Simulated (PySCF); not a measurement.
Predicted microwave data (CAM-B3LYP/def2-SVPD in PySCF (dipole) on a GFN2-xTB geometry, gas phase) for one isomer of C4H6O:

- Rotational constants: A = 16207, B = 3199, C = 3043 MHz
- Dipole components: |μa| = 3.53 D, |μb| = 0.00 D, |μc| = 0.57 D
- Inertial defect: -23.12 u·Å²
- κ: -0.98

Task: Which candidate fits, each taken in the one conformer that was computed?
A. `[O:1]=[CH:2][CH:3]1[CH2:4][CH2:5]1` with O1–C2–C3–C4 146° (cyclopropanecarboxaldehyde)
B. `[CH:1]#[C:2][O:3][CH2:4][CH3:5]` with C2–O3–C4–C5 67°
C. cyclobutanone (`O=C1CCC1`)

Result: A. It is O=CC1CC1, a near-prolate asymmetric top, point group Cs. The candidates at the same level (rigid rotor, commonest isotopes):

```json
{"SMILES": "O=CC1CC1", "A (MHz)": "16207", "B (MHz)": "3199", "C (MHz)": "3043", "μa (D)": "3.53", "μb (D)": "0.00", "μc (D)": "0.57", "Δ (u·Å²)": "-23.12", "point group": "Cs", "rotor": "near-prolate asymmetric top"}
{"SMILES": "C#COCC", "A (MHz)": "11871", "B (MHz)": "3451", "C (MHz)": "2902", "μa (D)": "1.72", "μb (D)": "0.69", "μc (D)": "0.74", "Δ (u·Å²)": "-14.86", "point group": "C1", "rotor": "asymmetric top"}
{"SMILES": "O=C1CCC1", "A (MHz)": "11146", "B (MHz)": "4862", "C (MHz)": "3614", "μa (D)": "3.24", "μb (D)": "0.00", "μc (D)": "0.00", "Δ (u·Å²)": "-9.43", "point group": "C2v", "rotor": "asymmetric top"}
```

`C#COCC` has A 27 % too low; `O=C1CCC1` has B 52 % too high. In the right answer the mirror of this Cs structure is the ac plane, so μb vanishes by symmetry. No structure here is proved a minimum.
